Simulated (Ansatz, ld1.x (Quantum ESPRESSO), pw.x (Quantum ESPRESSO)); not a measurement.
**rhenium: one change to the TM potential, in the atom and in the bcc crystal**

```json
{
  "Element": "rhenium",
  "Generator": "ld1.x (Quantum ESPRESSO) 7.5",
  "Type": "norm-conserving Troullier–Martins (Kleinman–Bylander form)",
  "Functional": "PBEsol",
  "Relativity": "scalar-relativistic",
  "Frozen core": "[Xe] 4f14",
  "Valence charge": "7",
  "Reference configuration": "5d5 6s2 6p0",
  "Partial waves": "6p (bound, empty): rc 3.10 bohr; 5d (bound): rc 2.50 bohr; 6s (bound): rc 2.45 bohr",
  "Local potential": "the s channel",
  "Core correction": "a·sin(br)/r model core inside 1.35 bohr"
}
```

Change: core correction none.

Cutoffs, loose and tight: the cutoffs (Ry, on a coarse ladder) from which the occupation-weighted sum of valence levels, in a spherical-Bessel basis at the reference potential, stays within 10 and 1 mRy of its value at 400 Ry. They do not see the model core or the augmentation charge, which bear on the density cutoff. Test errors are all-electron minus pseudo excitation energies from the reference, over the configurations 5d5 6s1 6p0; 5d5 6s0 6p0; 5d4 6s0 6p0; 5d3 6s0 6p0; 5d5 6s1 6p1; 5d6 6s1 6p0; 5d5.5 6s1.5 6p0; variants that change the core or the reference have their own tests.

Crystal test: bcc Re in pw.x 7.5, no spin, 15³ k-points, Fermi–Dirac smearing 0.01 Ry, cutoffs set for each file from its atomic test. The reference is all-electron LAPW (Ansatz 0.2.0) with the same functional, mesh and smearing; V0 and B0 come from Birch–Murnaghan fits to the pressures at five volumes. Errors are pseudo minus all-electron; Δ is the rms difference of the E(V) curves that follow from these fits, minima aligned, over ±6 % about the mean V0. Mesh and smearing are coarse, so the numbers serve the comparison and aren't converged zero-temperature values; the lattice is a test structure that the element need not adopt.

All-electron: a0 = 3.087 Å (V0 = 14.71 Å³/atom), B0 = 377.2 GPa.

Question: Does the change bring the crystal closer to the all-electron result?

Answer: The mean pressure error goes from +13.39 to +17.03 GPa, so the change moves the solid further from the all-electron pressures.

| quantity | base | changed |
| --- | --- | --- |
| outcome (atom) | generated | generated |
| cutoff, loose (atom) | 30 Ry | 30 Ry |
| cutoff, tight (atom) | 35 Ry | 35 Ry |
| bound ghosts (atom) | none | none |
| largest test error (meV) (atom) | -655 | -197 |
| cutoffs in pw.x (Ry) | 50/200 | 45/180 |
| a0 (Å) | 3.121 | 3.131 |
| a0 error (%) | +1.11 | +1.43 |
| B0 error (%) | -2.3 | -5.2 |
| Δ (meV/atom) | 40.5 | 51.6 |
| mean pressure error (GPa) | +13.39 | +17.03 |

Base: The largest radius (3.10 bohr) exceeds half the bond length (2.52 bohr), so the spheres overlap, which is one possible source of error among others. This is a poor potential for the solid. Changed file: The largest radius (3.10 bohr) exceeds half the bond length (2.52 bohr), so the spheres overlap, which is one possible source of error among others. This is a poor potential for the solid. The atomic cutoffs weigh occupied waves only.
